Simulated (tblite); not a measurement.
# C2H2N2: the cost of one run

Computed with tblite 0.8.0 and PySCF 2.14.0; each step states its level. No surroundings beyond the atoms listed, unless a continuum is named. Atoms count from 0, parts from 1.

## 1. The system as given

6 atoms, charge 0, multiplicity 1; geometry: rigid parts in contact. Parts: 1 = atoms 0–2, `C#N`, charge 0; 2 = atoms 3–5, `C#N`, charge 0.

## 2. Docking the parts with GFN2-xTB

Job settings and geometry (Å):

```
{"job": {"kind": "dock", "xc": "GFN2-xTB", "basis": "xTB"}, "charge": 0, "multiplicity": 1, "parts": [{"atoms": "0-2", "charge": 0, "multiplicity": 1}, {"atoms": "3-5", "charge": 0, "multiplicity": 1}]}
C     -0.022206    -0.014273    -0.000102
N      0.934661     0.601026     0.003719
H     -0.912455    -0.586753    -0.003617
C      3.195443     1.698397    -1.861019
N      3.464815     2.245360    -2.821472
H      2.944803     1.189477    -0.967447
```

Method: GFN2-xTB search for minima from random contacts, gas phase.

Run with:

```bash
> OMP_NUM_THREADS=1 python cluster_run.py task.json out
```

One launch serves the whole session: the jobs run in the order shown.

**Question.** How long does this first job take on 1 thread of Arm Neoverse V1, shared host?

About 2.4 s.
